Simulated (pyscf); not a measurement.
This saddle point was located with ωB97X-D3(BJ)/def2-SVP in PySCF.

```xyz
13

F     -0.0534    -0.7909     1.8444
Si    -1.1006    -1.4392     0.7577
O     -1.8571    -0.1610     0.0382
Si    -1.1185     1.1987    -0.5995
H     -0.3535    -2.3344    -0.1480
H     -2.1219    -2.1766     1.5385
H      0.4316     0.0310    -0.8407
H     -0.8899     1.4258    -2.0465
H     -2.1397     2.2427    -0.2433
N      0.3078     1.7979     0.4616
H      0.8129     0.9198    -0.1726
H      0.5771     2.7841     0.4658
H      0.2404     1.4348     1.4163
```
Charge 0, spin multiplicity 1.

Surface: singlet, charge 0. Lowest wavenumbers (cm⁻¹): 1369i, 108, 131, 168, 207.

**Question.** Which two sides does it connect, and which bonds change?

**Answer.** F–SiH₂–O–SiH₃ + ammonia (NH₃) ⇌ H₂N–SiH₂–O–SiH₂–F + hydrogen (H₂), a four-centre exchange read from left to right: H–Si, H–N broken and N–Si, H–H formed. At ωB97M-D3(BJ)/def2-TZVP it lies +36.0 kcal/mol from the left side and +48.2 kcal/mol from the right (each side as separated species at their lowest minima found). On the reactant side the descent ends in a complex (not fully relaxed), 7.1 kcal/mol under the separated species and 43.0 kcal/mol under the saddle at ωB97X-D3(BJ)/def2-TZVP. At the saddle there is also a short H–Si contact that neither side keeps. This is the saddle that the search found; another between the same sides may lie lower.
